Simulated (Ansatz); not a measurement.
**Relaxing ScTl2**

Theory: Ansatz, DFT PBE, scalar-relativistic, plane waves, PAW. Cutoff 420 eV, Γ-centred k mesh, Gaussian smearing, no spin polarisation in the final step.

The start puts ScTl2 on the cubic Laves (C15) structure type (Fd-3m, No. 227), with Sc in place of Mg, Tl in place of Cu, at a guessed volume.

```xyz
6
Lattice="0.0000 4.2756 4.2756 4.2756 0.0000 4.2756 4.2756 4.2756 0.0000" Properties=species:S:1:pos:R:3 pbc="T T T"
Sc    0.0000    0.0000    0.0000
Sc    2.1378    2.1378    2.1378
Tl    5.3445    5.3445    5.3445
Tl    5.3445    3.2067    3.2067
Tl    3.2067    3.2067    5.3445
Tl    3.2067    5.3445    3.2067
```

Cell and atoms relax at zero pressure; the relaxation can't lower the symmetry of the start.

Energies over the elements count from the elements' standard structures at the same level, with no empirical corrections.

(1) Which crystal results?

(2) What are its volume, energy, density and gap?

## Answers

(1) It keeps Fd-3m (No. 227). The result has the cubic Laves (C15) structure. Conventional cell: a = 8.654 Å. Sc has 12 Tl at 3.59 Å and 4 Sc at 3.75 Å; around Tl lie 6 Tl at 3.06 Å and 6 Sc at 3.59 Å.

```cif
data_structure
_symmetry_space_group_name_H-M 'Fd-3m:1'
_symmetry_Int_Tables_number 227
_cell_length_a 8.6545
_cell_length_b 8.6545
_cell_length_c 8.6545
_cell_angle_alpha 90.000
_cell_angle_beta 90.000
_cell_angle_gamma 90.000
_cell_volume 648.22
loop_
_atom_site_label
_atom_site_type_symbol
_atom_site_symmetry_multiplicity
_atom_site_Wyckoff_symbol
_atom_site_fract_x
_atom_site_fract_y
_atom_site_fract_z
_atom_site_occupancy
Sc1 Sc 8 a 0.50000 0.00000 0.50000 1
Tl1 Tl 16 d 0.12500 0.62500 0.12500 1
```

(2) The volume per atom is 27.01 Å³, the density is 9.30 g/cm³ and the energy over the elements is 0.19 eV/atom. The gap on the 8×8×8 mesh is 0 eV (a metal).

The final run used a 8×8×8 mesh on its 6-atom cell and 0.10 eV smearing. For metals, differences of a few meV/atom aren't resolved. Spin–orbit coupling is left out. Symmetry constrained the relaxation, so the result can be a saddle point. The steps took about 26 core-seconds in all.

Cost: 2 runs of about 0.43 core-minutes in all, on Intel Xeon 6975P-C (Granite Rapids) (shared hosts).